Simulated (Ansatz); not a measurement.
# 1T (CdI2-type) TiTe2

These are r²SCAN+rVV10 (Ansatz, a first-principles code, PAW) values and carry that method's errors.

Run with plane-wave cutoff 500 eV, 12×12×6 k mesh (along the axes of the cell as run), Fermi–Dirac smearing 0.05 eV, no spin polarisation, scalar-relativistic PAW data made under PBE.

Cell (relaxed at this level):

```yaml
crystal:
  lattice:
    - [3.78522, 0.00000, 0.00000]
    - [-1.89261, 3.27810, 0.00000]
    - [0.00000, 0.00000, 6.59415]
  atoms:
    - { symbol: Ti, position: [0.00000, 0.00000, 0.00000] }
    - { symbol: Te, position: [0.66667, 0.33333, 0.74301] }
    - { symbol: Te, position: [0.33333, 0.66667, 0.25699] }
```

| Quantity | Value |
|---|---|
| band gap | zero (no gap) |

Spin–orbit coupling is not included.

The computed numbers hold no vibrational or temperature effects.

The result took about 3 core-minutes (a rough figure).
